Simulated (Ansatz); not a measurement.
Relaxation of CH5OS (8 atoms, charge 0, multiplicity 2), to a largest force component of 0.03 eV/Å in at most 50 steps.

Level of theory: Ansatz 0.2.0, UKS BLYP-D4/6-31G*.

```xyz
8
Properties=species:S:1:pos:R:3
H -0.254 -1.707 0.193
S 1.823 -0.047 0.236
C 0.488 1.081 -0.311
O -1.227 -1.687 0.090
H -0.459 0.530 -0.408
H 0.393 1.883 0.443
H 0.774 1.564 -1.261
H -1.538 -1.618 1.017
```

Where does it end, and by what steps?

It converged. After 5 steps the energy has fallen by 0.003 eV; S2 moved furthest, 0.04 Å.

```json
{"step": "0", "energy less start (eV)": "0.0000", "largest force component (eV/Å)": "0.288", "accepted": "yes"}
{"step": "1", "energy less start (eV)": "0.0178", "largest force component (eV/Å)": "0.467", "accepted": "no"}
{"step": "2", "energy less start (eV)": "0.0102", "largest force component (eV/Å)": "0.568", "accepted": "no"}
{"step": "3", "energy less start (eV)": "-0.0023", "largest force component (eV/Å)": "0.094", "accepted": "yes"}
{"step": "4", "energy less start (eV)": "-0.0006", "largest force component (eV/Å)": "0.171", "accepted": "no"}
{"step": "5", "energy less start (eV)": "-0.0027", "largest force component (eV/Å)": "0.026", "accepted": "yes"}
```

```xyz
8
Properties=species:S:1:pos:R:3
H -0.233 -1.678 0.178
S 1.792 -0.074 0.244
C 0.475 1.070 -0.311
O -1.215 -1.688 0.092
H -0.480 0.539 -0.419
H 0.387 1.870 0.447
H 0.785 1.555 -1.253
H -1.511 -1.595 1.022
```

Time of the run: 6.9 s on 2 threads of AMD EPYC 9R45 (Zen 5), on a shared host, peak memory 0.17 GiB.
